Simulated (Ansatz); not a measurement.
Ansatz (a quantum-chemistry and plane-wave program) input:
A basis named .json is the Basis Set Exchange file of that set.

Ansatz 0.2 input:
```yaml
crystal:
  periodic: [false, false, false]
  atoms:
    - {symbol: C, position_ang: [-0.11694774, 1.03088931, -0.00007554]}
    - {symbol: C, position_ang: [1.22198947, 1.09440150, 0.02281699]}
    - {symbol: Cl, position_ang: [-0.60067191, -0.88892025, -0.01186726]}
    - {symbol: H, position_ang: [1.92742678, 0.26300953, 0.03327278]}
    - {symbol: H, position_ang: [1.65374524, 2.09688986, 0.03202189]}
basis:
  gaussian:
    orbitals: aug-cc-pV_D+d_Z.json
total_charge: -1
magnetization: {spin_polarized: false}
correlation: {method: ccsd_t, electrons: outside_noble_gas}
output: {forces: true}
```

Problem. Predict the final energy.

Solution. -536.83522 Eh (CCSD(T)/aug-cc-pV(D+d)Z). The basis has 96 functions. The run takes about 40 core-seconds (a rough figure).

It need not be the lowest isomer of its formula. Whether it binds its extra electron was not tested at this geometry.
